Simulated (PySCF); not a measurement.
A GIAO shielding run with PySCF (density fitting, non-relativistic, gas phase) on SMILES C=C([O-])OC, [C3H5O2]-:

```
{"job": {"kind": "nmr", "xc": "PBE0", "basis": "pcSseg-1", "pop": false}, "charge": -1, "multiplicity": 1}
C      1.953642    -0.157293     0.067306
C      0.631143    -0.411552     0.133334
O      0.002607    -1.455362     0.397890
O     -0.171712     0.780552    -0.217075
C     -1.415308     0.808284     0.395270
H      2.322388     0.820621    -0.190220
H      2.670495    -0.946907     0.220540
H     -2.165502     1.193522    -0.308607
H     -1.409956     1.453851     1.291333
H     -1.690826    -0.213831     0.693447
```

Hardware: 1 thread of an Arm Neoverse V1, shared host.

Problem. How large is the calculation?

Solution. 40 electrons, 110 basis functions and 569 auxiliary functions.

Problem. How long does it take?

Solution. 5.9 s of wall time, with 14 SCF cycles and 5 response iterations. Times on a shared host scatter by some tens of per cent.

Problem. And these other runs on the same molecule and hardware: spin–spin coupling at B3LYP/pcJ-1?

Solution. B3LYP/pcJ-1: 185 functions, 12 s.
